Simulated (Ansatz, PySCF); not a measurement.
This PySCF input computes a PBE/def2-TZVPD energy:

```python
from pyscf import gto, scf, dft

mol = gto.M(
    atom='''
    C     0.00157892    1.37890846   -0.51669082
    S     0.00022170    0.00210942    0.66008152
    C    -0.00192304   -1.38218263   -0.50786606
    H     0.00294044    2.29930409    0.06551542
    H     0.89298680    1.35708081   -1.14457101
    H    -0.89029797    1.35934449   -1.14397930
    H    -0.00289150   -2.29883840    0.08021161
    H    -0.89375252   -1.36436649   -1.13527401
    H     0.88953225   -1.36663016   -1.13586572
    ''',
    basis='def2-tzvpd',
    charge=0,
    spin=0,
    verbose=4,
)

mf = dft.RKS(mol, xc='pbe').density_fit(auxbasis='def2-universal-jkfit')
mf.grids.level = 3
mf.conv_tol = 1e-9
mf.max_cycle = 100
mf.max_memory = 1500
mf.kernel()
if not mf.converged:
    mf = mf.newton()
    mf.kernel(mf.make_rdm1())
mf.analyze()
```

Write an input for the same energy in Ansatz (a quantum-chemistry and plane-wave program) and say what it gives.


Ansatz 0.2 input:
```yaml
crystal:
  periodic: [false, false, false]
  atoms:
    - {symbol: C, position_ang: [0.00157892, 1.37890846, -0.51669082]}
    - {symbol: S, position_ang: [0.00022170, 0.00210942, 0.66008152]}
    - {symbol: C, position_ang: [-0.00192304, -1.38218263, -0.50786606]}
    - {symbol: H, position_ang: [0.00294044, 2.29930409, 0.06551542]}
    - {symbol: H, position_ang: [0.89298680, 1.35708081, -1.14457101]}
    - {symbol: H, position_ang: [-0.89029797, 1.35934449, -1.14397930]}
    - {symbol: H, position_ang: [-0.00289150, -2.29883840, 0.08021161]}
    - {symbol: H, position_ang: [-0.89375252, -1.36436649, -1.13527401]}
    - {symbol: H, position_ang: [0.88953225, -1.36663016, -1.13586572]}
basis:
  gaussian:
    orbitals: def2-TZVPD
hamiltonian:
  xc: {name: PBE}
output: {forces: true}
```
It gives -477.76555 Eh, and PySCF -477.76566 Eh, a difference of 0.11 mEh, from the treatment of integrals and grids.
